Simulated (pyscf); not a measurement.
Thermochemistry of product channels of borane (BH₃) + propene (H₂C=CH–CH₃) on the singlet surface, in eV, from CCSD(T)/def2-TZVPP + ΔMP2(QZVPP) energies (ideal gas, 1 atm, RRHO with modes under 100 cm⁻¹ raised to 100, one conformer, R ln 2 for chiral ones without a mode under 150 cm⁻¹). Optimised with ωB97X-D3(BJ)/def2-SVP in PySCF. Correlated levels are frozen-core, on RHF or UHF. ΔMP2 is the change of the MP2 total energy from the triple- to the quadruple-zeta basis.

| products | ΔE | ΔH(298 K) | ΔG(900 K) | ΔG(1200 K) |
|---|---|---|---|---|
| H₂B–CH₂–CH₂–CH₃ | -1.44 | -1.28 | +0.03 | +0.44 |
| H₂B–CH=CH₂ + methane (CH₄) | -0.70 | -0.66 | -0.63 | -0.62 |
| H₂B–CH(CH₃)–CH₃ | -1.39 | -1.24 | +0.11 | +0.54 |

The channel to H₂B–CH₂–CH₂–CH₃ turns unfavourable between 298 and 1200 K (ΔG from -0.84 eV to +0.44 eV). The channel to H₂B–CH(CH₃)–CH₃ turns unfavourable between 298 and 1200 K (ΔG from -0.79 eV to +0.54 eV).

These are energies of the channels, which say nothing of barriers. H₂B–CH₂–CH₂–CH₃ lies 0.55 eV over its isomer H₃C–BH–CH₂–CH₃ (electronic energy, ωB97M-D3(BJ)/def2-TZVP). H₂B–CH(CH₃)–CH₃ lies 0.60 eV over its isomer H₃C–BH–CH₂–CH₃ (electronic energy, ωB97M-D3(BJ)/def2-TZVP). The CCSD(T) − MP2 part came from Ansatz, without density fitting, on the same reference.
